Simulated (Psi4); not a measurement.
# One shape, several levels: singlet C3H2N+

Aim: a comparison of 3 runs (BLYP/aug-cc-pVDZ, SVWN5/aug-cc-pVDZ, revPBE/aug-cc-pVDZ) of singlet C3H2N+. 

The calculation is run with Psi4 1.11.

1 further run of the same task is left out (set aside as unsound or not needed).

## (1) The molecule

C3H2N+: 6 atoms, total charge +1, spin state singlet. SMILES of the parent species: `[H]/N=[C]/C#C`. The coordinates come from a GFN2-xTB relaxation. That shape belongs to the parent species and isn't relaxed for this state.

Bond lengths: C1–C2 1.234 Å, C2–C3 1.318 Å, C3–N4 1.224 Å, C1–H5 1.051 Å, N4–H6 1.014 Å. Angles: C1–C2–C3 162.0°, C2–C3–N4 152.5°, C2–C1–H5 157.5°, C3–N4–H6 121.8°.

## (2) The energy at BLYP/aug-cc-pVDZ (run 1)

calc.py reads:

```python
import psi4

psi4.set_memory('1600 MB')
psi4.set_num_threads(1)
psi4.set_output_file('psi4.out', False)

mol = psi4.geometry("""
1 1
C      2.88922117     0.25490516    -1.82143142
C      1.06786534     0.03720871    -0.38026959
C     -1.26142998    -0.05321469     0.49563737
N     -2.80344650    -0.33026743     2.19761920
H      4.79648395     0.29579883    -2.37485662
H     -4.68869397    -0.20441167     1.88328216
units bohr
symmetry c1
""")

psi4.set_options({
    'puream': True,
    'e_convergence': 1e-09,
    'd_convergence': 1e-08,
    'scf_type': 'pk',
    'dft_radial_points': 99,
    'dft_spherical_points': 590,
})

result = psi4.energy('blyp/aug-cc-pVDZ')
print(f'blyp/aug-cc-pVDZ energy: {result:.10f} Eh')
```

Launch:

```console
$ python calc.py
```

psi4.out:

```text
[...]
  Running in c1 symmetry.
[...]
  Nuclear repulsion =   83.780191867143145
[...]
  Multiplicity = 1
[...]
  Nalpha       = 13
  Nbeta        = 13
[...]
    Number of basis functions: 110
[...]
   @RKS iter   1:  -169.56458645173743   -9.88676e-02   6.35912e-03 ADIIS/DIIS
[...]
   @RKS iter  13:  -169.82333891247967   -3.41061e-13   3.97854e-09 DIIS
[...]
  @RKS Final Energy:  -169.82333891247967
   => Energetics <=
    Nuclear Repulsion Energy =             83.7801918671431451
    One-Electron Energy =                -386.5535723679612374
    Two-Electron Energy =                 156.3793067305895761
    DFT Exchange-Correlation Energy =     -23.4292651422511291
    Empirical Dispersion Energy =           0.0000000000000000
    VV10 Nonlocal Energy =                  0.0000000000000000
    Total Energy =                       -169.8233389124796702
[...]
 Multipole Moments:
 ------------------------------------------------------------------------------------
     Multipole            Electronic (a.u.)      Nuclear  (a.u.)        Total (a.u.)
 ------------------------------------------------------------------------------------
 L = 1.  Multiply by 2.5417464519 to convert [e a0] to [Debye]
 Dipole X            :         -0.2454637            0.1872873           -0.0581764
 Dipole Y            :          0.0178846            0.0775682            0.0954528
 Dipole Z            :         -0.0483535           -0.4339714           -0.4823249
 Magnitude           :                                                    0.4951091
[...]
```

The script printed:

```text
blyp/aug-cc-pVDZ energy: -169.8233389125 Eh
```

Wall time 15 s (1 thread of Intel Xeon 6975P-C (Granite Rapids), shared host); peak memory 0.54 GiB.

## (3) The energy at SVWN5/aug-cc-pVDZ (run 2)

calc.py reads:

```python
import psi4

psi4.set_memory('1600 MB')
psi4.set_num_threads(1)
psi4.set_output_file('output.dat', False)

m = psi4.geometry("""
1 1
C      2.88922117     0.25490516    -1.82143142
C      1.06786534     0.03720871    -0.38026959
C     -1.26142998    -0.05321469     0.49563737
N     -2.80344650    -0.33026743     2.19761920
H      4.79648395     0.29579883    -2.37485662
H     -4.68869397    -0.20441167     1.88328216
units bohr
symmetry c1
""")

options = {'basis': 'aug-cc-pVDZ', 'reference': 'rks', 'puream': True, 'e_convergence': 1e-09, 'd_convergence': 1e-08, 'scf_type': 'pk', 'dft_radial_points': 99, 'dft_spherical_points': 590}
psi4.set_options(options)

result, w = psi4.energy("scf", dft_functional={"name": "SVWN5", "x_functionals": {"LDA_X": {}}, "c_functionals": {"LDA_C_VWN": {}}}, return_wfn=True)
psi4.oeprop(w, "MAYER_INDICES", "WIBERG_LOWDIN_INDICES", "MULLIKEN_CHARGES", title="SCF")
print(f'total energy {result:.8f} hartree = {result * 27.211386:.5f} eV')
```

Launch:

```console
$ python calc.py
```

output.dat:

```text
[...]
  Running in c1 symmetry.
[...]
  Nuclear repulsion =   83.780191867143145
[...]
  Multiplicity = 1
[...]
  Nalpha       = 13
  Nbeta        = 13
[...]
    Number of basis functions: 110
[...]
   @RKS iter   1:  -168.09978295310373   -6.91166e-02   6.18577e-03 DIIS/ADIIS
[...]
   @RKS iter  13:  -168.34633065351795   -1.73372e-12   2.95896e-09 DIIS
[...]
  @RKS Final Energy:  -168.34633065351795
   => Energetics <=
    Nuclear Repulsion Energy =             83.7801918671431451
    One-Electron Energy =                -386.4909377810250817
    Two-Electron Energy =                 156.2847369219460916
    DFT Exchange-Correlation Energy =     -21.9203216615820686
    Empirical Dispersion Energy =           0.0000000000000000
    VV10 Nonlocal Energy =                  0.0000000000000000
    Total Energy =                       -168.3463306535179527
[...]
 Multipole Moments:
 ------------------------------------------------------------------------------------
     Multipole            Electronic (a.u.)      Nuclear  (a.u.)        Total (a.u.)
 ------------------------------------------------------------------------------------
 L = 1.  Multiply by 2.5417464519 to convert [e a0] to [Debye]
 Dipole X            :         -0.2664179            0.1872873           -0.0791306
 Dipole Y            :          0.0162556            0.0775682            0.0938238
 Dipole Z            :         -0.0362579           -0.4339714           -0.4702293
 Magnitude           :                                                    0.4859837
[...]
```

On the terminal:

```text
total energy -168.34633065 hartree = -4580.93699 eV
```

It took 12 s on 1 thread of Intel Xeon 6975P-C (Granite Rapids), shared host; peak memory 0.54 GiB.

## (4) Energy and forces at revPBE/aug-cc-pVDZ (run 3)

c3h2n.json reads:

```json
{
  "schema_name": "qcschema_input",
  "schema_version": 1,
  "molecule": {
    "schema_name": "qcschema_molecule",
    "schema_version": 2,
    "symbols": ["C", "C", "C", "N", "H", "H"],
    "geometry": [2.88922117, 0.25490516, -1.82143142, 1.06786534, 0.03720871, -0.38026959, -1.26142998, -0.05321469, 0.49563737, -2.8034465, -0.33026743, 2.1976192, 4.79648395, 0.29579883, -2.37485662, -4.68869397, -0.20441167, 1.88328216],
    "molecular_charge": 1,
    "molecular_multiplicity": 1,
    "fix_symmetry": "c1"
  },
  "driver": "gradient",
  "model": {
    "method": "revpbe",
    "basis": "aug-cc-pVDZ"
  },
  "keywords": {
    "reference": "rks",
    "puream": true,
    "e_convergence": 1e-09,
    "d_convergence": 1e-08,
    "scf_type": "pk",
    "dft_radial_points": 99,
    "dft_spherical_points": 590,
    "scf_properties": ["MAYER_INDICES", "LOWDIN_CHARGES", "WIBERG_LOWDIN_INDICES"]
  }
}
```

Launch:

```console
$ psi4 --qcschema c3h2n.json -n 1 --memory 1600MB
```

stdout:

```text
[...]
  Running in c1 symmetry.
[...]
  Nuclear repulsion =   83.780191867143145
[...]
  Multiplicity = 1
[...]
  Nalpha       = 13
  Nbeta        = 13
[...]
    Number of basis functions: 110
[...]
   @RKS iter   1:  -169.61177720534158   -1.40728e-01   5.84722e-03 ADIIS/DIIS
[...]
   @RKS iter  13:  -169.83174993978704   -8.52651e-13   2.62656e-09 DIIS
[...]
    Orbital Energies [Eh]
    ---------------------
    Doubly Occupied:
       1A    -14.331770     2A    -10.285728     3A    -10.225473
       4A    -10.199622     5A     -1.138580     6A     -0.992264
       7A     -0.887375     8A     -0.775757     9A     -0.720746
      10A     -0.628799    11A     -0.619459    12A     -0.536890
      13A     -0.519482
[...]
  @RKS Final Energy:  -169.83174993978704
   => Energetics <=
    Nuclear Repulsion Energy =             83.7801918671431451
    One-Electron Energy =                -386.5467983988912692
    Two-Electron Energy =                 156.3731167437616705
    DFT Exchange-Correlation Energy =     -23.4382601518005593
    Empirical Dispersion Energy =           0.0000000000000000
    VV10 Nonlocal Energy =                  0.0000000000000000
    Total Energy =                       -169.8317499397870449
[...]
  -Total Gradient:
     Atom            X                  Y                   Z
    ------   -----------------  -----------------  -----------------
       1        0.003665661450     0.003650460534    -0.019350008242
       2       -0.010361538180    -0.005921839614     0.032339649160
       3        0.029108864710     0.013097560668    -0.072788628920
       4       -0.017706551221    -0.009576434145     0.052556057982
       5       -0.026492086489    -0.002936087714     0.019775060909
       6        0.021787236898     0.001686583303    -0.012533738739
[...]
```

The result, in JSON:

```text
{
 "driver": "gradient",
 "model": {
  "method": "revpbe",
  "basis": "aug-cc-pVDZ"
 },
 "success": true,
 "return_result": [0.003665661449952576, 0.0036504605341686307, -0.019350008242483285, -0.010361538180360952, -0.005921839613887231, 0.03233964915974116, 0.029108864710424925, 0.013097560668342417, -0.07278862892010962, -0.017706551221457756, -0.009576434144933255, 0.05255605798181451, -0.026492086489229905, -0.0029360877139473895, 0.01977506090939729, 0.02178723689755052, 0.0016865833033834557, -0.012533738738781872],
 "properties": {
  "calcinfo_nbasis": 110,
  "calcinfo_nmo": 110,
  "calcinfo_nalpha": 13,
  "calcinfo_nbeta": 13,
  "calcinfo_natom": 6,
  "nuclear_repulsion_energy": 83.78019186714315,
  "return_energy": -169.83174993978704,
  "return_gradient": [0.003665661449952576, 0.0036504605341686307, -0.019350008242483285, -0.010361538180360952, -0.005921839613887231, 0.03233964915974116, 0.029108864710424925, 0.013097560668342417, -0.07278862892010962, -0.017706551221457756, -0.009576434144933255, 0.05255605798181451, -0.026492086489229905, -0.0029360877139473895, 0.01977506090939729, 0.02178723689755052, 0.0016865833033834557, -0.012533738738781872],
  "scf_one_electron_energy": -386.54679839889127,
  "scf_two_electron_energy": 156.37311674376167,
  "scf_xc_energy": -23.43826015180056,
  "scf_dipole_moment": [-0.06683563706148998, 0.09359318513684875, -0.4711964448708783],
  "scf_total_energy": -169.83174993978704,
  "scf_total_gradient": [0.003665661449952576, 0.0036504605341686307, -0.019350008242483285, -0.010361538180360952, -0.005921839613887231, 0.03233964915974116, 0.029108864710424925, 0.013097560668342417, -0.07278862892010962, -0.017706551221457756, -0.009576434144933255, 0.05255605798181451, -0.026492086489229905, -0.0029360877139473895, 0.01977506090939729, 0.02178723689755052, 0.0016865833033834557, -0.012533738738781872],
  "scf_iterations": 13
 }
}
```

Wall time 23 s (1 thread of Intel Xeon 6975P-C (Granite Rapids), shared host); peak memory 0.55 GiB.

## (5) The series

```csv
run,level,properties,task,energy (Eh),HOMO energy (eV),LUMO energy (eV),HOMO–LUMO gap (eV),wall time
1,BLYP/aug-cc-pVDZ,–,energy,-169.823339,-14.03,-10.86,3.18,15 s
2,SVWN5/aug-cc-pVDZ,"(mayer, wiberg, mulliken)",energy,-168.346331,-14.38,-11.18,3.20,12 s
3,revPBE/aug-cc-pVDZ,"(mayer, lowdin, wiberg)",gradient,-169.831750,-14.14,-10.92,3.21,23 s
```

## (6) Summary of results

| quantity | value |
| --- | --- |
| run 3: total energy | -169.83175 Eh |
| run 3: HOMO energy | -14.14 eV |
| run 3: LUMO energy | -10.92 eV |
| run 3: HOMO–LUMO gap | 3.21 eV |
| run 3: largest force on an atom | 4.087 eV/Å |

In words: The HOMO–LUMO gap runs from 3.18 eV (BLYP/aug-cc-pVDZ) to 3.21 eV (revPBE/aug-cc-pVDZ). Totals of different functionals can't be ranked against each other. All runs together took 50 s, the longest 23 s.
